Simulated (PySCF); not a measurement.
Problem. Write a Z-matrix for 1-pentene (`C=CCCC`) as optimised with GFN2-xTB.

Solution. 
Z-matrix in Å and degrees, rows numbered from 1:
```
C 
C   1  1.3193
C   2  1.4946  1  124.58
C   3  1.5320  2  111.38  1   117.87
C   4  1.5232  3  111.58  2   179.66
H   1  1.0780  2  121.61  3     0.61
H   1  1.0767  2  122.19  3  -179.69
H   2  1.0828  1  120.20  3   179.12
H   3  1.0919  2  109.88  1    -3.61
H   3  1.0944  2  109.19  1  -122.07
H   4  1.0923  3  109.07  2   -59.15
H   4  1.0924  3  109.32  2    58.34
H   5  1.0879  4  110.50  3    59.87
H   5  1.0876  4  110.65  3   179.87
H   5  1.0880  4  110.54  3   -59.99
```

The 4 C–C bonds span 1.319 Å (C1=C2, drawn double) to 1.532 Å (C3–C4, drawn single), a spread of 0.213 Å. Of the pairs four or more bonds apart, H6···H9 is among the closest relative to their van der Waals radii: 2.42 Å, 101 % of the sum of Bondi's values.

The geometry is computed with GFN2-xTB (gas phase).

Point group: C1 (no symmetry element, even within 0.4 Å). GFN2-xTB frequencies: not computed here. One conformer, not necessarily the lowest (C1–C2–C3–C4 118°, C2–C3–C4–C5 180°).
